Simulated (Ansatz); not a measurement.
**How far each method lies from UCCSDT(Q) for HCSi⁺, quintet**

Geometry: that of the HCSi, quartet, kept fixed. The triplet lies 3.2 eV lower here.

```yaml
atoms:
  - { symbol: Si, position_ang: [0.0000, 0.0326, 0.6172] }
  - { symbol: C, position_ang: [0.0000, -0.1270, -1.2686] }
  - { symbol: H, position_ang: [0.0000, 0.6065, -2.0825] }
```

Basis cc-pVTZ; Ansatz 0.2.0. Correlated methods freeze the noble-gas cores, which leaves 8 electrons in 72 orbitals. R marks a restricted (for open shells ROHF) determinant, U an unrestricted one. Active spaces: valence = (8e, 9o) chosen from the atoms' valence shells.

Full CI isn't at hand for all of this; UCCSDT(Q) serves as the reference, and is uncertain by about the last step of the cluster series. The frozen core follows each run's orbitals, which can shift R against U totals by a few meV.

```
UHF ⟨S²⟩                          : 6.023
T1 diagnostic (RCCSD)             : 0.0340
largest doubles amplitude (RCCSD) : 0.068
T1 diagnostic (UCCSD)             : 0.0318
```

```
                   level  E − E(UCCSDT(Q)) (mEh)  share of correlation (%)    wall time
                     RHF                  185.40                      0.00            –
                     UHF                  178.17                      3.90            –
                    RMP2                   35.16                     81.03            –
                    UMP2                   36.58                     80.27            –
                   RCCSD                    9.41                     94.93            –
                   UCCSD                    8.99                     95.15            –
                RCCSD(T)                    1.86                     99.00          8 s
                UCCSD(T)                    1.80                     99.03          8 s
                 BCCD(T)                    1.95                     98.95         10 s
                  RCCSDT                    0.57                     99.69            –
                  UCCSDT                    0.41                     99.78            –
               RCCSDT(Q)                    0.17                     99.91  11 s (H100)
  CASSCF (valence space)                  124.20                     33.01            –
  NEVPT2 (valence space)                   29.30                     84.20        4.4 s
  MRCISD (valence space)                    8.42                     95.46            –
MRCISD+Q (valence space)                    2.00                     98.92   6 s (H100)
```

The correlation energy at UCCSDT(Q), counted from RHF, is -5.045 eV. That run took 14 s on 2 threads of AMD EPYC 7R13 with a shared H100 80 GB, shared host.

Times hold each run's SCF and search for its determinant on a shared host, so for small cases they say little of a method's own cost; rows without a card ran on 1 thread of AMD EPYC 7R13.

Natural occupations of CASSCF (valence space) about the gap: 1.976 1.957 1.008 1.000 0.997 0.982 0.030 0.028 0.021; effectively unpaired electrons, Σ n²(2−n)², 4.02.
